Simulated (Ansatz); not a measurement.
# A ladder of methods for AlH5O (SMILES [H][Al]([H])([H])<-[OH2])

The species is AlH5O (7 atoms), meant as a singlet with charge 0. As SMILES, `[H][Al]([H])([H])<-[OH2]`. The shape comes from GFN2-xTB, which is rough for such elements, and wasn't checked as a minimum.

```xyz
7

Al    0.0382   -0.0633   -0.8780
O    -0.0249    0.0381    1.0091
H    -0.7347   -0.3195    1.5558
H     0.5880    0.5682    1.5313
H     1.6072   -0.0401   -0.9784
H    -0.7357    1.2458   -1.2695
H    -0.7379   -1.4292   -0.9703
```

Quantity: the energy change with the Al1–H5 bond stretched from 1.572 to 3.931 Å, in eV. The values are calculated.

| level | kind | program | value (eV) | less FCI/STO-3G | CPU time (all runs) |
| --- | --- | --- | --- | --- | --- |
| HF/STO-3G (restricted) | Hartree–Fock | Ansatz | 9.79 | +4.03 | 0.16 s |
| revPBE/STO-3G (restricted) | GGA | Ansatz | 6.73 | +0.97 | 2.2 s |
| BHLYP/STO-3G (restricted) | global hybrid | Ansatz | 8.44 | +2.68 | 2.2 s |
| PBE0/STO-3G (restricted) | global hybrid | Ansatz | 7.70 | +1.94 | 2.2 s |
| wB97M-V/STO-3G (restricted) | range-separated hybrid | Ansatz | 8.37 | +2.61 | 33 s |
| wB97X/STO-3G (restricted) | range-separated hybrid | Ansatz | 8.59 | +2.83 | 9.2 s |
| RPA@PBE/STO-3G (restricted) | RPA | Ansatz | 6.12 | +0.36 | 4.2 s |
| MP2/STO-3G (restricted) | perturbation theory | Ansatz | 7.37 | +1.61 | 0.19 s |
| BCCD(T)/STO-3G (restricted) | coupled cluster or CI | Ansatz | 5.73 | -0.03 | 0.29 s |
| FCI/STO-3G | exact in the basis | Ansatz | 5.76 | 0.00 | 21 s |

FCI/STO-3G is exact within its basis and frozen core, so for wave-function methods in that basis the difference is their error; functionals converge differently with the basis, so for them it is only a difference. A spin-restricted reference rises too steeply as a bond breaks; here HF/STO-3G, revPBE/STO-3G, BHLYP/STO-3G, PBE0/STO-3G, wB97M-V/STO-3G, wB97X/STO-3G, MP2/STO-3G lie well above the multireference or unrestricted value. The first shape isn't each level's own minimum. The values span 5.73 to 9.79 eV. All rows use very small basis sets, so none should be taken for the real molecule's value. In so small a basis fixed costs decide the times, and correlated methods can beat functionals. CPU times are rough (shared hosts, several kinds of processor and program).
